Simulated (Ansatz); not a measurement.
# [AlH₂···H···CH₂], triplet: the ladder up to UCCSDT(Q)

Geometry: a point of a hydrogen-transfer path between rigid fragments, not a stationary point.

```xyz
7

Al   -1.1322    0.0000    0.0000
H    -1.9251    1.3734    0.0000
H    -1.9251   -1.3734    0.0000
H     1.1148    0.0000    0.0000
C     2.3148    0.0000    0.0000
H     2.7293    0.0000    0.9962
H     2.7293    0.0000   -0.9962
```

Basis cc-pVDZ; Ansatz 0.2.0. Correlated methods freeze the noble-gas cores, which leaves 12 electrons in 51 orbitals. R marks a restricted (for open shells ROHF) determinant, U an unrestricted one. Active spaces: pair = (4e, 4o) about the gap.

Full CI isn't at hand for all of this; UCCSDT(Q) serves as the reference, and is uncertain by about the last step of the cluster series. The frozen core follows each run's orbitals, which can shift R against U totals by a few meV.

For open shells CISD is restricted-active-space CI with the open shells as a complete middle space.

- UHF ⟨S²⟩: 2.026
- T1 diagnostic (RCCSD): 0.0188
- largest doubles amplitude (RCCSD): 0.038
- T1 diagnostic (UCCSD): 0.0125

```json
{"level": "UHF", "E − E(RHF) (eV)": "-0.1987"}
{"level": "RMP2", "E − E(RHF) (eV)": "-5.3291"}
{"level": "UMP2", "E − E(RHF) (eV)": "-5.3247"}
{"level": "RCCSD", "E − E(RHF) (eV)": "-6.4928"}
{"level": "UCCSD", "E − E(RHF) (eV)": "-6.4957"}
{"level": "RCCSD(T)", "E − E(RHF) (eV)": "-6.6148"}
{"level": "UCCSD(T)", "E − E(RHF) (eV)": "-6.6149"}
```

Task: Estimate how far UCCSDT(Q) in cc-pVDZ lies from RCCSD(T). The table doesn't fix it; the size of (T) and the diagnostics are the guide.

Result: UCCSDT(Q) in cc-pVDZ lies 3.1 kJ/mol below RCCSD(T), which is 26 % of the (T) step (-11.8 kJ/mol). The diagnostics give no warning, yet the rest is a sizeable part of (T).

The other levels:

| level | E − E(UCCSDT(Q)) (kJ/mol) | share of correlation (%) | wall time |
| --- | --- | --- | --- |
| CISD | 64.0 | 90.02 | 8 s |
| BCCD(T) | 3.1 | 99.52 | 3.7 s |
| RCCSDT | 0.6 | 99.91 | – |
| UCCSDT | 0.5 | 99.92 | – |
| RCCSDT(Q) | 0.1 | 99.99 | 1.7 min |
| CASSCF (pair space) | 588.8 | 8.19 | – |
| NEVPT2 (pair space) | 125.8 | 80.38 | 1.2 s |

The correlation energy at UCCSDT(Q), counted from RHF, is -6.646 eV. That run took 86 s on 1 thread of Arm Neoverse V1, shared host.

Times hold each run's SCF and search for its determinant on a shared host, so for small cases they say little of a method's own cost; they ran on 1 thread of Arm Neoverse V1.
